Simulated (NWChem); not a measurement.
System: Li2; SMILES [Li][Li]

```xyz
2

Li     0.0000     0.0000    -1.3936
Li     0.0000     0.0000     1.3936
```
Atoms are numbered in this order, from 1.

All runs: NWChem. Structure relaxed at the PBE0/def2-SVP level. GIAO values for the isolated, static molecule; σ is the absolute isotropic shielding.

```tsv
level	basis functions	σ Li1 (ppm)
B3LYP/pcSseg-0	18	98.1
B3LYP/pcSseg-1	24	98.5
B3LYP/pcSseg-2	42	98.2
B3LYP/pcSseg-3	80	98.3
```
